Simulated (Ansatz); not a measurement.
**CH₇BSi: up Jacob's ladder to CCSD(T)**

The task here is to estimate one member of a computed series from the others.

Computed with Ansatz 0.2.0, Gaussian basis. Level: functionals in def2-TZVPP, the program's frozen cores in correlated methods.

Plan: LDA (SPW92), PBE-D4, revPBE-D4, BLYP-D4, r2SCAN-D4, B97M-V, PBE0-D4, B3LYP-D4, r2SCANh-D4, r2SCAN0-D4, HSE06-D4, BHLYP-D4, CAM-B3LYP-D4, LC-ωPBE, ωB97X-V, ωB97M-V, B2PLYP, PBE-QIDH; CCSD(T)/def2-SVP; CCSD(T)/def2-TZVPP; MP2/def2-QZVPP; extrapolation to the limit; RPA on PBE.

1 further run of the same task is left out (it didn't finish).

### The geometry

An earlier PBE0-D4 in a triple-zeta def2 set relaxation fixed the geometry.

SMILES `B[SiH2]C`, 10 atoms, charge 0, spin multiplicity 1.

Atoms are counted from 1 here; the program's logs count them from 0.

Bond lengths: B1–Si2 2.010 Å, B1–H4 1.197 Å, B1–H5 1.197 Å, Si2–C3 1.876 Å, Si2–H6 1.495 Å, Si2–H7 1.496 Å, C3–H8 1.092 Å, C3–H9 1.092 Å, C3–H10 1.093 Å. Angles: Si2–B1–H4 123.7°, Si2–B1–H5 119.3°, H4–B1–H5 116.9°, B1–Si2–C3 116.0°, B1–Si2–H6 107.9°, B1–Si2–H7 106.7°, C3–Si2–H6 109.8°, C3–Si2–H7 109.7°, H6–Si2–H7 106.3°, Si2–C3–H8 110.7°, Si2–C3–H9 111.2°, Si2–C3–H10 110.7°, H8–C3–H9 108.1°, H8–C3–H10 107.9°, H9–C3–H10 108.1°.

As a file:

```xyz
10
charge 0, multiplicity 1
B    -1.26626    0.48783   -1.25552
Si    0.25447    0.61796    0.05194
C     0.73633   -0.97747    0.91272
H    -1.81721   -0.53763   -1.53478
H    -1.65315    1.47820   -1.80592
H    -0.10031    1.65418    1.06977
H     1.42752    1.15704   -0.70470
H     1.03089   -1.73590    0.18367
H     1.57325   -0.82064    1.59660
H    -0.10243   -1.37476    1.48912
```

The first run:

File in.yaml:

```yaml
crystal:
  periodic: [false, false, false]
  atoms:
    - {symbol: B, position_ang: [-1.266257, 0.487832, -1.255517]}
    - {symbol: Si, position_ang: [0.254474, 0.617956, 0.051936]}
    - {symbol: C, position_ang: [0.736333, -0.977475, 0.912717]}
    - {symbol: H, position_ang: [-1.817209, -0.537632, -1.534784]}
    - {symbol: H, position_ang: [-1.653153, 1.478199, -1.805918]}
    - {symbol: H, position_ang: [-0.100313, 1.654177, 1.069775]}
    - {symbol: H, position_ang: [1.427521, 1.157040, -0.704697]}
    - {symbol: H, position_ang: [1.030887, -1.735898, 0.183670]}
    - {symbol: H, position_ang: [1.573246, -0.820637, 1.596596]}
    - {symbol: H, position_ang: [-0.102428, -1.374764, 1.489123]}
basis:
  gaussian: {orbitals: def2-TZVPP}
hamiltonian: {xc: lda}
output: {orbitals: {seedname: orbitals}}
```

The run is started by

```console
$ ansatz run in.yaml --threads 2 --pin off --events-out ev --progress --plain --max-ram 4352MiB
```

Among the steps run: LDA; PBE-D4 (GGA); revPBE-D4 (GGA); BLYP-D4 (GGA); r2SCAN-D4 (meta-GGA); B97M-V (meta-GGA); B3LYP-D4 (hybrid); r2SCANh-D4 (hybrid); r2SCAN0-D4 (hybrid); HSE06-D4 (hybrid); BHLYP-D4 (hybrid); CAM-B3LYP-D4 (range-separated); LC-ωPBE (range-separated); ωB97X-V (range-separated); ωB97M-V (range-separated); B2PLYP (double hybrid); PBE-QIDH (double hybrid).

One table of the session follows, with a row left open; its other results are not shown here.

| functional | HOMO (eV) | LUMO (eV) | gap (eV) |
| --- | --- | --- | --- |
| LDA (SPW92) | -6.94 | -3.58 | 3.35 |
| PBE-D4 | -6.88 | -3.32 | 3.56 |
| revPBE-D4 | -6.84 | -3.21 | 3.64 |
| BLYP-D4 | -6.77 | -3.15 | 3.62 |
| r2SCAN-D4 | -7.14 | -2.97 | 4.17 |
| B97M-V | -7.24 | -3.13 | 4.11 |
| PBE0-D4 | ? | ? | ? |
| B3LYP-D4 | -7.91 | -2.52 | 5.40 |
| r2SCANh-D4 | -7.59 | -2.62 | 4.97 |
| r2SCAN0-D4 | -8.27 | -2.11 | 6.16 |
| HSE06-D4 | -7.70 | -2.69 | 5.01 |
| BHLYP-D4 | -9.26 | -1.24 | 8.03 |
| CAM-B3LYP-D4 | -9.48 | -1.18 | 8.30 |
| LC-ωPBE | -10.84 | 0.03 | 10.87 |
| ωB97X-V | -10.48 | -0.09 | 10.40 |
| ωB97M-V | -10.28 | -0.36 | 9.92 |

Estimate the missing values for PBE0-D4.

**Answer.** HOMO (eV): -8.10; LUMO (eV): -2.31; gap (eV): 5.79. In the column «HOMO (eV)» it lies between r2SCAN0-D4 (-8.27) and B3LYP-D4 (-7.91).
